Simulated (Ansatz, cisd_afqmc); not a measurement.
System: NaCl, charge 0, singlet. NaCl (SMILES [Na][Cl]).
B3LYP-D3(BJ)/def2-TZVP minimum from Ansatz (a program for electronic structure):
```xyz
2

Na     0.0000     0.0000    -1.4348
Cl     0.0000     0.0000     0.9284
```

Total energies in def2-TZVPP, 8 correlated electrons, 10 frozen orbitals. Radicals and triplets start from unrestricted determinants; spin-orbit coupling is neglected. Correlated methods leave the cores frozen. No relativity. The Monte Carlo rows (phaseless AFQMC, CISD trial, step 0.005/hartree) carry one-sigma bars that omit the constraint's bias. Outlying blocks are dropped, and bars are widened where a walk drifts. Over all cases where full CI ran beside it in this data, AFQMC minus full CI had a median of +0.1 mEh and passed +0.4 mEh in a tenth of the cases.

```
method         program         energy (Eh)  minus CCSDT(Q) (mEh)
----------  ----------  ------------------  --------------------
HF              Ansatz          -621.43965                226.12
MP2             Ansatz          -621.64042                 25.35
CCSD            Ansatz          -621.65692                  8.85
CCSD(T)         Ansatz          -621.66502                  0.75
CCSDT(Q)        Ansatz          -621.66577                  0.00
AFQMC/CISD  cisd_afqmc  -621.6657 ± 0.0004             0.1 ± 0.4
```

Rough core times of Ansatz's runs on a shared machine: CCSD(T) under 20 s, CCSDT(Q) 30 s.
